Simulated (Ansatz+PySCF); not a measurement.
Two shapes of quintet HNO₂ in separate pieces.

Shape 1:

```xyz
4

N     0.0000    0.0000   -0.1308
H     0.0000    0.0000    0.9159
O    30.0000    0.0000   -2.1389
O    30.0000    0.0000    2.1389
```

Shape 2:

```xyz
4

N     0.0000    0.0000   -0.2879
H     0.0000    0.0000    2.0151
O    30.0000    0.0000   -0.8912
O    30.0000    0.0000    0.8912
```

Basis set: 6-31G (spherical functions). Correlated methods keep 3 orbitals frozen. Charge 0, multiplicity 5.

Computed with Ansatz (development build ahead of 0.2.0); each method stands on the lowest determinant of its kind that the runs found.

Question: Which shape is lower in energy, and by how much in each method?

Answer:

```tsv
method	E(2) − E(1) (eV)
UHF	1.299
UHF-MP2	1.826
```

Shape 1 is lower. Caution: the unrestricted determinant is a mixture of spin states. Caution for UHF-MP2: large amplitudes, a single reference is doubtful; forces differ strongly between restricted and unrestricted references; a plain start can end on a higher determinant.
